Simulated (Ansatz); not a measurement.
Process, species as SMILES: [PH2] (PH2) → [PH2-] (an electron is taken up)
B3LYP-D3(BJ)/def2-TZVP geometries, fixed; electronic energies without zero-point terms; positive where energy is released.
Largest species:
```xyz
3

P      0.0052    -0.0015     0.1165
H     -0.0501     1.0329    -0.8596
H     -0.0274    -1.0099    -0.8876
```
Charge 0, spin multiplicity 2.

Effect of the final integration grid (spheres per factor e of radius in core and valence, angular degree) at PBE0/def2-TZVPP with Ansatz (an electronic-structure program), against the last row, where the adiabatic electron affinity is 0.86 eV. Open shells are unrestricted. The default's grid is 13, 11, 36.

```json
[
 {"setting": "accuracy: medium (default)", "largest shift of a total energy (mEh)": "0.000", "shift of the adiabatic electron affinity (eV)": "0.000"},
 {"setting": "final_grid: 4, 3, 11", "largest shift of a total energy (mEh)": "-0.534", "shift of the adiabatic electron affinity (eV)": "0.008"},
 {"setting": "final_grid: 6, 5, 17", "largest shift of a total energy (mEh)": "-0.011", "shift of the adiabatic electron affinity (eV)": "0.000"},
 {"setting": "final_grid: 8, 7, 23", "largest shift of a total energy (mEh)": "0.007", "shift of the adiabatic electron affinity (eV)": "0.000"},
 {"setting": "final_grid: 10, 9, 29", "largest shift of a total energy (mEh)": "0.000", "shift of the adiabatic electron affinity (eV)": "0.000"},
 {"setting": "final_grid: 18, 15, 47", "largest shift of a total energy (mEh)": "0.000", "shift of the adiabatic electron affinity (eV)": "0.000"},
 {"setting": "final_grid: 26, 22, 59", "largest shift of a total energy (mEh)": "0.000", "shift of the adiabatic electron affinity (eV)": "0.000"}
]
```

Within 0.005 eV in the adiabatic electron affinity: accuracy: medium (default); final_grid: 6, 5, 17; final_grid: 8, 7, 23; final_grid: 10, 9, 29; final_grid: 18, 15, 47. The largest shift is 0.534 mEh in a total energy and 0.008 eV in the difference.
